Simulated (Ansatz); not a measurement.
`C/N=C\N` + H₂O → `C/N=C/O` + NH₃ at 600 K and 1 bar (formal hydrolysis of a C–N bond).

Computed with Ansatz on PBE0-D4/def2-TZVP structures; ΔE is electronic, products minus reactants. CBS: MP2 limit from def2 TZ/QZ plus the TZ coupled-cluster correction, frozen cores. This one scheme is used for every species. Double bonds are as drawn, so ΔE can hold a change between cis and trans. One conformer a species, not always the lowest.

| species | CCSD(T)/CBS energy (Eh) | H − E (kJ/mol) | S (J/(mol·K)) |
| --- | --- | --- | --- |
| `C/N=C\N` | -189.09797 | 273.5 | 362.2 |
| H₂O | -76.37941 | 76.8 | 212.8 |
| `C/N=C/O` | -208.96897 | 238.1 | 347.8 |
| NH₃ | -56.50880 | 112.4 | 219.5 |

H − E and S are ideal-gas, rigid-rotor, harmonic terms from PBE0-D4/def2-TZVP, for one conformer and one mirror image of each species. 1 Eh = 2625.50 kJ/mol, R = 8.31446 J/(mol·K).

Task: By hand: ΔE, ΔH, ΔS and ΔG.

Result: ΔE = (-208.96897) + (-56.50880) − (-189.09797) − (-76.37941) = -0.00039 Eh = -1.0 kJ/mol. Δ(H − E) = 238.1 + 112.4 − 273.5 − 76.8 = 0.2, so ΔH = -0.8 kJ/mol. ΔS = 347.8 + 219.5 − 362.2 − 212.8 = -7.7 J/(mol·K). ΔG = -0.8 − 600 × (-7.7)/1000 = 3.8 kJ/mol.

Task: By hand: the equilibrium constant, and the temperature at which ΔG would vanish if ΔH and ΔS stayed fixed.

Result: log₁₀ K = −ΔG/(RT ln 10) = -0.3. ΔG = 0 at ΔH/ΔS = 104 K, though so small a ΔH makes that figure unsure.

TΔS isn't small against ΔH here. The sign of ΔG lies within the doubt. A doubt of 5 kJ/mol in ΔE shifts log₁₀ K by 0.4 here. Other conformers and mirror images would add mixing entropy, several J/(mol·K) or more a flexible species. These are equilibria of isolated gas molecules and say nothing of rates. Largest T1 diagnostic: 0.013 (customary marks: 0.02 for closed shells, 0.045 for open ones).
